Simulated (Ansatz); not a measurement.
**A basis-limit estimate, worked out**

An elementary step of CH7FSi, closed shell (SiH₃F ([F][SiH3]) + CH₄ → CH₆Si ([CH3][SiH3]) + HF; bonds formed: Si1–C7, F2–H6; bonds broken: Si1–F2, H6–C7). “Start” is the structure reached by relaxing down from the saddle towards the reactants; PBE0-D4/def2-TZVP structures. The saddle:

Si1  (-0.590, 0.404, -0.744)
F2  (1.292, 0.895, -0.909)
H3  (-0.470, -0.215, -2.082)
H4  (-1.848, -0.220, -0.215)
H5  (-0.882, 1.850, -0.628)
H6  (1.017, 0.179, 0.035)
C7  (0.350, -0.559, 0.896)
H8  (-0.264, -0.121, 1.681)
H9  (1.370, -0.639, 1.302)
H10  (0.026, -1.572, 0.664)
(Å)

Computed with Ansatz 0.2.0 (basis: def2-TZVPP and def2-QZVPP); correlated methods freeze the cores.

Energies in eV:

| quantity | saddle | start |
| --- | --- | --- |
| Hartree–Fock, triple zeta (X = 3) | -11709.00912 | -11713.03045 |
| Hartree–Fock, quadruple zeta (X = 4) | -11709.45042 | -11713.48650 |
| MP2 correlation, X = 3 | -16.80939 | -15.83182 |
| MP2 correlation, X = 4 | -18.09576 | -17.09683 |
| CCSD(T) correlation, X = 3 | -18.34454 | -17.43505 |

Task: Work out the barrier at the basis limit: extrapolate Hartree–Fock as E(X) = E∞ + A exp(−7.88 √X) and the MP2 correlation as E(X) = E∞ + B X^−2.97 (the exponents that Neese and Valeev fitted for def2-TZVPP and QZVPP), then add CCSD(T) − MP2 in triple zeta.

Result: Each step is linear, so take the differences first (saddle − start): Hartree–Fock 4.02133 (X = 3) and 4.03608 (X = 4); MP2 correlation -0.97757 and -0.99893; CCSD(T) correlation -0.90949.
Two points give E∞ = E(4) + w [E(4) − E(3)], with w = 1/(exp(7.88 (2 − √3)) − 1) = 0.1377 for Hartree–Fock and w = 1/((4/3)^2.97 − 1) = 0.7407 for the correlation.
Hartree–Fock: 4.03608 + 0.1377 × 0.01475 = 4.0381 eV.
MP2 correlation: -0.99893 + 0.7407 × (-0.02136) = -1.0148 eV.
CCSD(T) − MP2: -0.90949 − (-0.97757) = 0.0681 eV.
Sum: 4.0381 + (-1.0148) + 0.0681 = 3.0914 eV, or 71.29 kcal/mol. Plain CCSD(T) in triple zeta gives 3.1118 eV, so the larger basis shifts the result by -0.0204 eV.

No T1 diagnostic of these runs exceeds 0.012.

Labels in which every atom is bracketed show which atoms are joined, not bond orders.

For scale, one of the runs: CCSD(T)/def2-TZVPP, 202 basis functions, launched by `ansatz run in.yaml --threads 2 --pin off --events-out ev --progress --plain --max-ram 4352MiB`. Time: 51 s of wall clock on 2 CPU threads of an Intel Xeon Platinum 8259CL; the host was shared. Peak host memory: 2.5 GiB.
